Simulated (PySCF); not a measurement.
# Electron attachment to methylamidogen

System: `C[NH]` (CH4N•, doublet). Non-hydrogen atoms are numbered in `[CH3:1][NH:2]`.

These are calculated values, ωB97X-D3(BJ)/ma-def2-TZVP in PySCF (grid level 2) at geometries from PBE0-D3(BJ)/ma-def2-SVP. Zero-point and thermal terms (298.15 K, 1 bar) come from unscaled PBE0-D3(BJ)/ma-def2-SVP harmonic frequencies, with soft modes damped to free rotors in the entropy.

Frontier levels of the parent: HOMO -10.27 eV, LUMO -0.14 eV.

Reduction to the singlet anion:
* Vertical electron affinity (electronic): 0.24 eV
* Adiabatic electron affinity (with zero-point energy): 0.36 eV
* Adiabatic, electronic part: 0.30 eV
* Vertical gap at the product's structure: 0.45 eV
* Inner reorganisation energy (four-point): 209 meV
* Relaxation of product / of parent: 61 / 148 meV
* Largest changes of atomic charge: N2 -0.64, H (on C1) -0.14, H (on C1) -0.14, H (on N2) -0.09
* Distances that move most (Å): C1–H 1.110 → 1.144; C1–H 1.110 → 1.143; C1–H 1.100 → 1.115; C1–N2 1.425 → 1.416
* Potential in dichloromethane: 3.00 V absolute, -1.70 V against Fc+/Fc computed at 4.70 V (solvation -16 → -274 kJ/mol)

Vertical electron affinity to the triplet anion: -0.95 eV. The extra electron is not bound at this structure, the number hangs on the basis, and the ion was not relaxed.

Solvents are IEF-PCM continua (electrostatics only, gas-phase structures); absolute potentials refer to an electron at rest in vacuum. Fc+/Fc in dichloromethane, 4.70 V, is ωB97X-D3(BJ)/ma-def2-TZVP on PBE0-D3(BJ)/def2-SVP structures with GFN2-xTB thermal terms. Benchmark calculations put it near 5.0 V in acetonitrile and DMSO, so it is about 0.3 V low, and the value against it can read up to that much too high.

Against the Active Thermochemical Tables (version 1.112): electron affinity to the singlet anion 0.43 (computed 0.36, error -0.08) eV.

Measured values (NIST Chemistry WebBook, evaluated or the median of agreeing entries): adiabatic electron affinity 0.50 eV (computed 0.36, difference -0.15).

Differences come from unrounded values, so a last digit can differ from that of the printed terms.
